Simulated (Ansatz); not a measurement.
Geometry optimisation, RHF/def2-SVP in Ansatz.

Input file:

```yaml
crystal:
  periodic: [false, false, false]
  atoms:
    - { symbol: B, position_ang: [-0.002804, 0.387319, -0.42008] }
    - { symbol: Cl, position_ang: [-0.026311, 0.028508, 2.623669] }
    - { symbol: F, position_ang: [1.142058, -0.168001, -0.722396] }
    - { symbol: H, position_ang: [-1.018003, -0.183548, -0.68539] }
    - { symbol: H, position_ang: [0.022343, 1.472049, 0.079668] }
    - { symbol: H, position_ang: [0.121618, 1.133872, 1.91583] }
basis:
  gaussian: { orbitals: def2-SVP }
hamiltonian:
  xc: hf
relax:
  f_tol: 0.03
  max_steps: 50
output:
  orbitals: {}
```

Command:

```bash
$ ansatz run input.yaml --threads 1 --pin off --max-ram 2048MiB --backend cpu --events-out ev --progress --plain --runs-dir out
```

Task: Where does it end, and by what steps?

Result: The run converged. The force dipped under the threshold on the way, but the program's further checks kept it going. After 47 steps the energy has fallen by 0.218 eV; H6 moved furthest, 1.17 Å.

| step | energy less start (eV) | largest force component (eV/Å) | accepted |
| --- | --- | --- | --- |
| 0 | 0.0000 | 1.268 | yes |
| 2 | -0.1436 | 0.572 | yes |
| 4 | -0.1709 | 0.466 | yes |
| 6 | -0.1838 | 0.082 | yes |
| 8 | -0.1855 | 0.039 | yes |
| 10 | -0.1858 | 0.025 | yes |
| 12 | -0.1861 | 0.106 | yes |
| 14 | -0.1867 | 0.042 | yes |
| 16 | -0.1865 | 0.162 | no |
| 18 | -0.1875 | 0.020 | yes |
| 20 | -0.1884 | 0.073 | yes |
| 22 | -0.1831 | 0.415 | no |
| 24 | -0.1910 | 0.066 | yes |
| 26 | -0.1881 | 0.529 | no |
| 28 | -0.1942 | 0.178 | yes |
| 30 | -0.1967 | 0.090 | yes |
| 32 | -0.1995 | 0.278 | yes |
| 34 | -0.2081 | 0.084 | yes |
| 36 | -0.2102 | 0.034 | yes |
| 38 | -0.1739 | 1.421 | no |
| 40 | -0.2097 | 0.495 | no |
| 42 | -0.2169 | 0.103 | yes |
| 44 | -0.2181 | 0.089 | yes |
| 46 | -0.2183 | 0.033 | yes |
| 47 | -0.2184 | 0.001 | yes |

```xyz
6
Properties=species:S:1:pos:R:3
B -0.068 0.449 -0.620
Cl -0.437 0.604 2.777
F 1.130 0.170 -0.148
H -0.818 -0.461 -0.817
H -0.327 1.592 -0.852
H 0.759 0.316 2.450
```

Time of the run: 44 s on 1 thread of Arm Neoverse V1, with other jobs on the host, peak memory 0.11 GiB.
